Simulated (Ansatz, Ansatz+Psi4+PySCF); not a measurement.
```yaml
atoms:
  - { symbol: C, position_ang: [0.0000, 1.1657, -0.1999] }
  - { symbol: O, position_ang: [0.0000, 0.0000, 0.6001] }
  - { symbol: C, position_ang: [0.0000, -1.1657, -0.1999] }
  - { symbol: H, position_ang: [0.0000, 2.0178, 0.4802] }
  - { symbol: H, position_ang: [0.8918, 1.2143, -0.8405] }
  - { symbol: H, position_ang: [-0.8918, 1.2143, -0.8405] }
  - { symbol: H, position_ang: [0.0000, -2.0178, 0.4802] }
  - { symbol: H, position_ang: [-0.8918, -1.2143, -0.8405] }
  - { symbol: H, position_ang: [0.8918, -1.2143, -0.8405] }
```

Basis set: cc-pVTZ (spherical functions). Left uncorrelated: 3 orbitals. Charge 0, multiplicity 1.

Computed with Ansatz (development build ahead of 0.2.0); free ground-state atoms in the same class of orbitals, no zero-point energy, no relativity.

The atomization energy of singlet C2H6O from measured heats of formation, zero-point and thermal terms removed is 34.589 eV (G2/97 set, Curtiss et al., J. Chem. Phys. 106, 1063 (1997), as shipped with ASE); it holds spin-orbit and other relativistic effects.

**Question.** How far do RHF-MP2, RHF miss it in this basis?

**Answer.**

| method | atomization energy (eV) | computed − measured (eV) |
| --- | --- | --- |
| RHF-MP2 | 34.116 | -0.473 |
| RHF | 25.787 | -8.802 |
